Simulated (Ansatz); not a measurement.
A made-up structure of BSiH2O, doublet:

O1  (-0.829, -0.718, 2.436)
B2  (-0.420, -0.353, 1.211)
Si3  (0.232, 0.242, -0.777)
H4  (0.015, -0.775, -1.952)
H5  (1.001, 1.603, -0.917)
(Å)

It is relaxed with PBE-D4/def2-SVP and then PBE0-D4/def2-TZVP (Ansatz 0.2.0). Atoms count as bonded within 1.22 times the sum of their covalent radii (H–H: 0.88 Å). The end point is not checked to be a true minimum.

(1) Does its bonding change? (Judge from chemistry; the calculation decides.)

Answers

(1) The calculation gives: No: no bond forms or breaks.

Where it ends: The first stage lowers the energy by 0.99 eV in 8 steps. It ends as BSiH₂O ([O][B][SiH2]):
```
5
angstrom
O -0.6698 -0.6756 2.1883
B -0.3989 -0.3036 1.0765
Si -0.0617 0.3504 -0.7456
H 0.1251 -0.7473 -1.7220
H 1.0053 1.3760 -0.7971
```

Labels in which every atom is bracketed show which atoms are joined, not bond orders.

For scale, one of the runs: PBE0-D4/def2-TZVP relaxation, 111 basis functions, launched by `ansatz run in.yaml --threads 2 --pin off --events-out ev --progress --plain --max-ram 4352MiB`. The run took about 11 s on 2 CPU threads of an Arm Neoverse V1 (shared host).
